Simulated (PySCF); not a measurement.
# Working out the ionisation energy of Li

Li [He] 2s1 (2S) → Li⁺ 1s2 (1S). All numbers are calculated (PySCF 2.14, no relativity, point nucleus, in aug-cc-pCVTZ (7s6p4d2f, 59 functions)). Frozen: nothing. Energies in hartree (1 hartree = 27.21139 eV):

| part | Li (lower) | Li⁺ (upper) |
| --- | --- | --- |
| UHF | -7.432706 | -7.236381 |
| MP2 opposite-spin | -0.036731 | -0.036002 |
| MP2 same-spin | -0.000449 | 0.000000 |

Question: What does Hartree-Fock give?

Answer: (-7.236381) − (-7.432706) = 0.196325 hartree = 5.342 eV.

Question: What do MP2 and SCS-MP2 (6/5 opposite-spin, 1/3 same-spin) give?

Answer: The opposite-spin parts differ by 0.020 eV and the same-spin parts by 0.012 eV. MP2: 5.342 + (0.020) + (0.012) = 5.374 eV. SCS-MP2: 5.342 + 1.2 × (0.020) + (0.012)/3 = 5.370 eV.

Measured between the centres of the two terms (NIST): 5.392 eV, so MP2 (valence and next inner shell) is off by -0.018 eV.

What remains against the reference includes basis incompleteness and correlation beyond second order.
